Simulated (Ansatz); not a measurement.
A made-up structure of LiSiNH5 (charge +1), singlet:

Li1  (-2.283, 1.147, -0.202)
Si2  (0.539, -0.587, 0.638)
N3  (-0.438, 0.537, -0.629)
H4  (-0.270, -0.088, -1.417)
H5  (0.322, 1.211, -0.719)
H6  (0.731, 0.051, 1.891)
H7  (1.825, -0.897, 0.123)
H8  (-0.121, -1.820, 0.888)
(Å)

It is relaxed with PBE-D4/def2-SVP and then PBE0-D4/def2-TZVP (Ansatz 0.2.0). Atoms count as bonded within 1.22 times the sum of their covalent radii (H–H: 0.88 Å). The end point is not checked to be a true minimum.

Problem. Does its bonding change? (A judgement: the text doesn't fix the answer.)

Solution. The calculation gives: No: no bond forms or breaks.

Where it ends: The first stage lowers the energy by 0.53 eV in 6 steps. It ends as LiSiNH₅ ([Li][NH2][SiH3]), total charge +1:
| atom | x (Å) | y (Å) | z (Å) |
| --- | --- | --- | --- |
| Li1 | -2.0991 | 0.9752 | -0.0376 |
| Si2 | 0.5673 | -0.5947 | 0.6273 |
| N3 | -0.2967 | 0.4431 | -0.5741 |
| H4 | -0.3414 | -0.0402 | -1.4709 |
| H5 | 0.2580 | 1.2773 | -0.7639 |
| H6 | 0.6054 | 0.2210 | 1.8616 |
| H7 | 1.9164 | -0.9488 | 0.1428 |
| H8 | -0.3050 | -1.7795 | 0.7883 |

Labels in which every atom is bracketed show which atoms are joined, not bond orders.

For scale, one of the runs: PBE0-D4/def2-TZVP relaxation, 112 basis functions, launched by `ansatz run in.yaml --threads 2 --pin off --events-out ev --progress --plain --max-ram 4352MiB`. The run took about 13 s on 2 CPU threads of an Arm Neoverse V1 (shared host).
